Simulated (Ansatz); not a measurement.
This Ansatz (a first-principles code) input (B2PLYP/def2-QZVPP) gives -38.46158 Eh with 87 basis functions. A basis named .json is the Basis Set Exchange file of that set (core-valence sets with the plain set on hydrogen).

Ansatz 0.2 input:
```yaml
crystal:
  periodic: [false, false, false]
  atoms:
    - {symbol: C, position_ang: [-0.00000000, -0.00000000, -0.16050164]}
    - {symbol: H, position_ang: [0.00000000, 0.00000000, 0.96300985]}
basis:
  gaussian:
    orbitals: def2-QZVPP.json
hamiltonian:
  xc: {name: B2PLYP}
magnetization: {spin_polarized: true, initial_magnetization: 1}
correlation: {electrons: outside_noble_gas}
```

Change:
```diff
- orbitals: def2-QZVPP.json
+ orbitals: pcseg-4.json
```

Question: What does the run give now?

Answer: -38.46254 Eh (B2PLYP/pcseg-4, 162 functions), a change of -0.96 mEh.
